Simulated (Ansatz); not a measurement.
## Relative stability

Two relaxed structures of Si$_{2}$H$_{3}$S, doublet (PBE0-D4/def2-TZVP; forces vanish, vibrations not checked).

A:

| atom | x (Å) | y (Å) | z (Å) |
| --- | --- | --- | --- |
| Si1 | -1.4180 | 1.4251 | -0.3970 |
| Si2 | 0.5905 | 0.5399 | 0.3249 |
| S3 | -1.1086 | -0.9057 | 0.1096 |
| H4 | -0.7592 | -1.3938 | -1.0976 |
| H5 | 1.6722 | 0.0155 | -0.5574 |
| H6 | 1.0409 | 0.3870 | 1.7358 |

B:

```xyz
6
angstrom
Si -1.1439 -0.9227 -0.0396
Si 0.6944 0.3002 0.4012
S -1.1154 1.2081 -0.3415
H -1.3367 -1.6643 -1.3263
H 1.8648 0.4445 -0.4964
H 1.0368 0.6342 1.8026
```

Ansatz 0.2.0; basis: def2-TZVPP; cores frozen in the correlated methods; orbitals are unrestricted. B3LYP uses VWN-RPA correlation.

(1) Which structure is lower at CCSD(T), and by how much? (To be estimated.)

T1 diagnostic: at most 0.021. ⟨S²⟩ of the unrestricted Hartree–Fock references: 0.76 to 0.78 (a pure state has 0.75).

Results:

(1) Computed: B, by 18.35 kcal/mol (electronic energy, against the other). By their contacts, A is Si₂H₃S ([Si]1[SiH2][SH]1) and B is Si₂H₃S ([SiH]1[SiH2][S]1).

All methods give the same order:

| method | E(B) − E(A) (kcal/mol) |
| --- | --- |
| PBE-D4 | -17.46 |
| r2SCAN-D4 | -20.77 |
| PBE0-D4 | -18.86 |
| B3LYP-D4 | -18.36 |
| wB97M-V | -18.04 |
| HF | -21.69 |
| MP2 | -21.17 |
| CCSD | -18.38 |
| CCSD(T) | -18.35 |

Labels in which every atom is bracketed show which atoms are joined, not bond orders.

For scale, one of the runs: CCSD(T)/def2-TZVPP, 168 basis functions, launched by `ansatz run in.yaml --threads 2 --pin off --events-out ev --progress --plain --max-ram 4352MiB`. Time: 61 s of wall clock on 2 CPU threads of an Arm Neoverse V2; the host was shared. Peak host memory: 2.8 GiB.
